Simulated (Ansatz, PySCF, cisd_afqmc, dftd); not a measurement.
System: CHCl₃, charge 0, singlet. CHCl3 (chloroform, SMILES ClC(Cl)Cl).
B3LYP-D3(BJ)/def2-TZVP minimum from Ansatz (a first-principles code):
```xyz
5

C     -0.0077     0.0005     0.4558
H     -0.0259     0.0016     1.5371
Cl     0.0149     1.6916    -0.0853
Cl     1.4596    -0.8576    -0.0583
Cl    -1.4702    -0.8343    -0.1077
```
Charge 0, spin multiplicity 1.

Wanted: enthalpy of formation at 298 K (by atomisation, with ideal-gas terms from PySCF's Hessian at B3LYP-D3(BJ)/def2-TZVP and the atoms' measured values of the G2/97 table; no spin-orbit terms), in kcal/mol. UHF or UKS for unpaired electrons; spin-orbit terms are left out. Correlated methods leave the cores frozen. Rows without X2C or -DK are non-relativistic. The Monte Carlo rows (phaseless AFQMC, CISD trial, step 0.005/hartree) carry one-sigma bars that omit the constraint's bias. Outlying blocks are dropped, and bars are widened where a walk drifts. Over all cases where full CI ran beside it in this data, AFQMC minus full CI had a median of +0.1 mEh and passed +0.4 mEh in a tenth of the cases. CBS(X,Y): correlation extrapolated as X^-3, Hartree-Fock from the larger set (Q,5: extrapolated as (X+1)exp(-9√X)). A bracket is a step between two methods taken in the basis named. Functionals run without relativity, which enters their misses. 'core' is core correlation in cc-pwCVTZ (1s frozen past Ne), 'X2C' scalar relativity in cc-pVTZ-DK, both at CCSD(T). For partners of very few electrons the exact lower level stands in for a higher one.

Measured: -24.7 kcal/mol, -103.5 kJ/mol (Active Thermochemical Tables 1.112 (ions: stationary electron), as tabulated in the package chemicals); atomic spin-orbit terms, which the calculations lack, would raise the computed values.

| level | program | enthalpy of formation at 298 K (kcal/mol) | error against that value |
|---|---|---|---|
| HF/cc-pV(5+d)Z | Ansatz | 94.9 | 119.6 |
| CAM-B3LYP-D4/def2-TZVPD | Ansatz + dftd4 | -19.4 | 5.3 |
| CCSD(T)/cc-pV(T+d)Z | Ansatz | -10.8 | 13.9 |
| CCSD(T)/CBS(cc-pV(T+d)Z,cc-pV(Q+d)Z) + core + X2C | Ansatz | -26.6 | -1.9 |
| CCSDT(Q)/cc-pV(D+d)Z | Ansatz | 10.2 | 34.9 |
| AFQMC/CISD/cc-pV(T+d)Z | cisd_afqmc | -11.7 ± 0.5 | 13.0 |
| AFQMC/CISD/cc-pV(Q+d)Z | cisd_afqmc | -20.9 ± 0.3 | 3.8 |
| CCSD(T)/CBS(cc-pV(Q+d)Z,cc-pV(5+d)Z) + [AFQMC/CISD - CCSD(T)]/cc-pV(Q+d)Z + core + X2C | Ansatz + cisd_afqmc | -28.7 ± 0.3 | -4.0 |
| CCSD(T)/CBS(cc-pV(Q+d)Z,cc-pV(5+d)Z) + [CCSDT(Q) - CCSD(T)]/cc-pV(D+d)Z + core + X2C | Ansatz | -27.8 | -3.1 |

The highest level lies far from the tabulated value, which was not checked at its source: another state or conformer, missing terms or a fault of the table are possible.
